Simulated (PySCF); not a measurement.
**Neon: a sound run and one with changed settings**

Sound run: Ne [Ne], Ne⁺ [He] 2s2 2p5. Computed with PySCF 2.14 in cc-pVTZ (4s3p2d1f, 30 functions), with no relativity, point nucleus. The sound run starts from symmetry-adapted Hartree-Fock orbitals and uses a fine grid where one is needed.

Changed run: 26 angular points. This setting is unsound on purpose.

| species | method | sound run (hartree) | changed run (hartree) | converged |
| --- | --- | --- | --- | --- |
| Ne | UHF | -128.53186 | -128.53186 | yes |
| Ne | r2SCAN | -128.91683 | -128.91683 | yes |
| Ne | M06-2X | -128.92657 | -128.92657 | yes |
| Ne⁺ | UHF | -127.80888 | -127.80888 | yes |
| Ne⁺ | r2SCAN | -128.12938 | -128.13143 | yes |
| Ne⁺ | M06-2X | -128.13483 | -128.13793 | yes |

Ionisation energy of Ne:

```
method  sound run (eV)  changed run (eV)
   UHF          19.673            19.673
r2SCAN          21.427            21.372
M06-2X          21.544            21.460
```

A coarse angular grid integrates products of high-l functions wrongly, so density functionals can shift, and the SCF can exploit the error; Hartree-Fock and MP2 need no grid.

For comparison, NIST gives 21.565 eV between the lowest levels.
